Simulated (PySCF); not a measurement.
## C5H8O: core ionisation energies

Methyl cyclopropyl ketone, C5H8O.
Geometry (PBE0-D3(BJ)/def2-SVP, Å), atoms numbered from 1 in this order:
```
atom  x, y, z in Å
C1     2.1424   -0.1027   -0.4424
C2     0.8053   -0.3834    0.1907
O3     0.6793   -1.1461    1.1230
C4    -0.3714    0.3211   -0.3989
C5    -1.5177    0.6354    0.5338
C6    -1.6696   -0.4557   -0.4570
H7     2.1219   -0.3928   -1.5054
H8     2.9299   -0.6597    0.0804
H9     2.3608    0.9767   -0.4109
H10   -0.1650    1.0221   -1.2121
H11   -1.3598    0.3449    1.5760
H12   -2.0498    1.5764    0.3753
H13   -1.6185   -1.4821   -0.0840
H14   -2.3071   -0.2980   -1.3303
```

Method: delta-SCF UKS SCAN, pcX-2 on the ionised atom, pcseg-1 elsewhere, spin-free X2C (PySCF 2.14.0). Each binding energy is the total energy of the core-ionised species, with the hole localised on one atom, minus that of the ground state; both are solved self-consistently, so orbital relaxation is included.

**Question.** Give the core binding energies atom by atom.

**Answer.** 
```
atom(s)                bonded to  level  binding energy (eV)  above the level's lowest (eV)  count
     O3          C (double bond)   O 1s               537.23                           0.00      1
     C2  O (double bond) and 2 C   C 1s               293.14                          +2.25      1
     C1                C and 3 H   C 1s               290.97                          +0.08      1
     C4                3 C and H   C 1s               290.90                          +0.01      1
  C5/C6              2 C and 2 H   C 1s               290.89                           0.00      2
```

Lowest listed C 1s: C5/C6, bonded to 2 C and 2 H. Highest, 2.25 eV above it: C2, bonded to O (double bond) and 2 C. The widest gap between neighbouring values is 2.17 eV, between 290.97 and 293.14 eV. Summing the Pauling electronegativity differences to the bonded atoms, each weighted by its formal bond order, gives -0.70 for the lowest site and +1.78 for the highest; no listed site has a larger sum than the highest. The smallest sum, -1.05, belongs to C1, 0.08 eV above the lowest. The values 290.89 and 290.90 eV lie too close for their order to be trusted.

**Question.** What is the C 1s shift of C2 against C4?

**Answer.** 293.14 − 290.90 = +2.24 eV, or +216 kJ/mol.

**Question.** What is the longest wavelength that can ionise C 1s of C5/C6 vertically?

**Answer.** λ = hc/E = 12398.42 eV Å / 290.89 eV = 42.622 Å.

Topologically equivalent atoms share the value of their first member; where this conformer doesn't relate them by symmetry, their own values could differ. Geometry: PBE0-D3(BJ)/def2-SVP, one conformer, isolated molecule.
